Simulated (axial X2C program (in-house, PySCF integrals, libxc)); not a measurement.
BCl: cheaper levels and CCSD(T), 2c

All values were computed with an in-house all-electron X2C program for linear molecules (integrals from PySCF). Two-component (2c) means X2C with spin–orbit coupling and atomic mean-field two-electron Coulomb and Gaunt terms. Basis: Cl dyall-av3z [9s8p3d2f], B dyall-v3z [7s6p2d1f] (cores contracted in-house); Gaussian nuclei, density fitting, unrestricted open shells. Masses: Cl 34.969 u, B 11.009 u.

State: Ω = 0 (closed shell); fragments Cl + B.

```json
{"level": "PBE0", "Re (Å)": "1.721", "ωe (cm⁻¹)": "834.3", "De (eV)": "5.28"}
{"level": "HF", "Re (Å)": "1.721", "ωe (cm⁻¹)": "850.2", "De (eV)": "3.69"}
{"level": "MP2", "Re (Å)": "1.714", "ωe (cm⁻¹)": "854.3", "De (eV)": "5.32"}
{"level": "CCSD", "Re (Å)": "1.724", "ωe (cm⁻¹)": "841.0", "De (eV)": "4.97"}
{"level": "PBE", "Re (Å)": "1.735", "ωe (cm⁻¹)": "802.3", "De (eV)": "5.48"}
```

Correlated methods: 10 electrons correlated (number of frozen shells: Cl 2 s, 1 p; B 1 s), 174 virtual spin orbitals or spinors in MP2, 90 natural virtuals in coupled cluster.

CCSD(T), same Hamiltonian and basis:

Re = 1.726 Å, ωe = 834.7 cm⁻¹, De = 5.13 eV; T1 = 0.015 (Lee–Taylor normalisation).

(1) Give the differences from CCSD(T) in the columns below.

One determinant describes the state; a PBE0 search over occupations chose it and may have missed a lower one. The closed shell is kept restricted, so the energy runs too high when the bond is stretched far. De is counted from the lowest determinant-based energies of the atoms at the same level, without counterpoise correction. CCSD and (T) use frozen natural virtuals with an MP2 correction for the truncation; (T) itself is uncorrected, so its De runs slightly low. The 2c atoms are single determinants rather than J levels; their spin–orbit lowering is only partly caught, and De is too large by that part. This holds for PBE0, PBE. Without a current term, density functionals place determinants with orbital angular momentum somewhat too high.

Answers

(1) 

| level | ΔRe (Å) | Δωe (cm⁻¹) | ΔDe (eV) |
| --- | --- | --- | --- |
| PBE0 | -0.005 | 0 | 0.15 |
| HF | -0.005 | 16 | -1.44 |
| MP2 | -0.012 | 20 | 0.19 |
| CCSD | -0.002 | 6 | -0.16 |
| PBE | 0.009 | -32 | 0.35 |
